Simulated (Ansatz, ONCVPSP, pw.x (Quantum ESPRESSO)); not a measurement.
Cu (bcc): variants of one ONCV potential in the solid

copper, optimised norm-conserving Vanderbilt (ONCV), made with ONCVPSP 4.0.1.1 (patched build) (LDA (Perdew-Wang 92), scalar-relativistic). Core [Ar], reference 3d10 4s0.75 4p0.25. Waves: 4s: rc 2.40 bohr, ncon 3, nbas 7, qcut 3.2 1/bohr, 2 projectors, debl 1.9 Ha; 4p: rc 2.90 bohr, ncon 3, nbas 7, qcut 3.2 1/bohr, 2 projectors, debl 1.9 Ha; 3d: rc 1.25 bohr, ncon 3, nbas 7, qcut 11.2 1/bohr, 2 projectors, debl 3.9 Ha. Local part: polynomial inside 1.15 bohr (lpopt 4, dvloc0 3 Ha). Core correction: Teter function, fcfact 4.25, rcfact 1.55.

Crystal test: bcc Cu in pw.x 7.5, no spin, 16³ k-points, Fermi–Dirac smearing 0.01 Ry, cutoffs set for each file from its atomic test. The reference is all-electron LAPW (Ansatz 0.2.0) with the same functional, mesh and smearing; V0 and B0 come from Birch–Murnaghan fits to the pressures at five volumes. Errors are pseudo minus all-electron; Δ is the rms difference of the E(V) curves that follow from these fits, minima aligned, over ±6 % about the mean V0. Mesh and smearing are coarse, so the numbers serve the comparison and aren't converged zero-temperature values; the lattice is a test structure that the element need not adopt.

All-electron: a0 = 2.796 Å (V0 = 10.93 Å³/atom), B0 = 186.3 GPa.

Base: The largest radius (2.90 bohr) exceeds half the bond length (2.29 bohr), so the spheres overlap, which is one possible source of error among others. Atomic configuration tests: 2 of 4 tests not solved or not reliable.

1 further variants are left out: they gave no file fit for a test, a broken result, the same result as the base, or pressures whose basis-set error rivals the error shown.

| change | cutoffs (Ry) | pw.x | a0 (Å) | a0 error (%) | B0 error (%) | Δ (meV/atom) | mean pressure error (GPa) |
| --- | --- | --- | --- | --- | --- | --- | --- |
| base | 140/560 | converged | 2.802 | +0.19 | -0.2 | 2.5 | +1.03 |
| local potential polynomial inside 1.04 bohr (lpopt 4, dvloc0 3 Ha) | 140/560 | converged | 2.800 | +0.15 | +0.0 | 1.9 | +0.81 |
| p: rc 2 | 140/560 | converged | 2.794 | -0.06 | -0.5 | 0.9 | -0.40 |
| p: ncon 4, nbas 8 | 140/560 | converged | 2.799 | +0.08 | +0.0 | 1.0 | +0.41 |
| all radii but the core radius scaled by about 1.15 (s 2.74, p 3.32, d 1.44 bohr); local potential polynomial inside 1.32 bohr (lpopt 4, dvloc0 3 Ha) | 125/500 | converged | 2.811 | +0.52 | -0.5 | 6.9 | +2.98 |
